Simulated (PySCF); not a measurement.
# Cyanoformaldehyde: full NMR table

- Formula: C2HNO
- SMILES: N#CC=O
- InChI: InChI=1S/C2HNO/c3-1-2-4/h2H
- Point group of the computed structure: Cs
- Degrees of unsaturation: 3
- Carbon signals: 2
- Proton signals: 1

Molfile (atoms numbered from 1):
```
C2HNO
     RDKit          3D

  5  4  0  0  0  0  0  0  0  0999 V2000
    1.9225   -0.1061    0.6176 N   0  0  0  0  0  0  0  0  0  0  0  0
    0.8299   -0.0265    0.2674 C   0  0  0  0  0  0  0  0  0  0  0  0
   -0.5611    0.0208   -0.1933 C   0  0  0  0  0  0  0  0  0  0  0  0
   -1.2178    1.0179   -0.1482 O   0  0  0  0  0  0  0  0  0  0  0  0
   -0.9398   -0.9398   -0.5813 H   0  0  0  0  0  0  0  0  0  0  0  0
  1  2  3  0
  2  3  1  0
  3  4  2  0
  3  5  1  0
M  END
```

Computed data (PySCF 2.14): structure optimised with PBE0-D3(BJ)/def2-TZVP, GIAO B97-2/pcSseg-2 shieldings. In vacuum, a single conformation, no relativistic terms.

Scale: $^{1}$H (σ = 31.64 ppm) and $^{13}$C (σ = 185.38 ppm) vs TMS; $^{15}$N (σ = 261.75 ppm) vs NH3; $^{17}$O (σ = 327.66 ppm) against H2O (reference shieldings calculated alike).

| carbon | δC, type | δH (multiplicity) | HMBC from (2–3 bonds) | span of the C tensor (ppm) |
| --- | --- | --- | --- | --- |
| C2 | 118.9, C | – | H5 | 336 |
| C3 | 174.2, CH | 9.16 (s) | – | 194 |

Other nuclei:
| atoms | nucleus | environment | δ (ppm) | σ (ppm) |
| --- | --- | --- | --- | --- |
| N1 | $^{15}$N | nitrile nitrogen | 309.6 | -47.9 |
| O4 | $^{17}$O | carbonyl oxygen of an acyl cyanide | 749.0 | -421.3 |

1. Carbon types of the structure: 1 × C, 1 × CH, which accounts for all hydrogens.
2. δC 174.2: aldehyde carbonyl carbon.
3. δC 118.9: nitrile carbon; typical of a nitrile.
4. δH 9.16: hydrogen on an aldehyde carbonyl carbon; the formyl region, downfield of aromatic protons.

Shifts are as computed. Against solution values, carbons near 30 ppm lie about +3 ppm off and those near 130 ppm about +7 ppm. Of 1211 compounds with measured shifts, 218 miss one by over three times the rms of a fit or turn the order of signals round; such compounds aren't used in these exercises. Unscaled 17O shifts of doubly bonded oxygen tend to come out too high, by tens of ppm or more. Experimental scales use liquid or dissolved standards, which lie at an offset from isolated NH3 (liquid NH3: subtract about 20 ppm) and H2O (liquid H2O: subtract about 36 ppm). Unscaled 15N shifts of sp2 nitrogen come out 20 to 40 ppm too high even then.
